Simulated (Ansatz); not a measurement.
Relaxation of NaF2⁻ with RKS r2SCAN-D4/def2-TZVPD.

```sh
$ ansatz run in.yaml --threads 4 --pin off --events-out ev --progress --plain --max-ram 3916MiB
```

```yaml
crystal:
  periodic: [false, false, false]
  atoms:
    - {symbol: Na, position_ang: [0.000390, -0.001770, 0.001060]}
    - {symbol: F, position_ang: [-1.552510, -1.052560, -0.265060]}
    - {symbol: F, position_ang: [1.552130, 1.054340, 0.263990]}
basis:
  gaussian: {orbitals: def2-TZVPD}
total_charge: -1
hamiltonian: {xc: r2scan, dispersion: d4}
scf: {lower_state_search: "off"}
output: {orbitals: {seedname: orbitals}}
relax: {f_tol: 0.02, max_steps: 100}
```

Hardware: 4 threads of Intel Xeon 6975P-C on a shared host. Wall time 1.4 s.

Positions (Å) and forces (eV/Å) at steps 1, 2, 3, 4 of 4:

```xyz
3
step=1 energy=-9853.0106 eV
Na    0.000   -0.002    0.001    0.017    0.009    0.004
F    -1.553   -1.053   -0.265   -1.235   -0.837   -0.211
F     1.552    1.054    0.264    1.217    0.827    0.207
3
step=2 energy=-9853.1255 eV
Na    0.000   -0.001    0.001    0.010    0.007    0.002
F    -1.592   -1.080   -0.272   -0.737   -0.500   -0.126
F     1.592    1.081    0.271    0.727    0.493    0.124
3
step=3 energy=-9853.2054 eV
Na    0.000   -0.001    0.000    0.002    0.002    0.000
F    -1.657   -1.124   -0.283   -0.130   -0.088   -0.022
F     1.657    1.125    0.282    0.127    0.086    0.022
3
step=4 energy=-9853.2087 eV
Na    0.000    0.000    0.000    0.000    0.000    0.000
F    -1.676   -1.137   -0.286    0.006    0.004    0.001
F     1.676    1.137    0.286   -0.006   -0.004   -0.001
```

The structure comes from a short search, and lower isomers may exist.
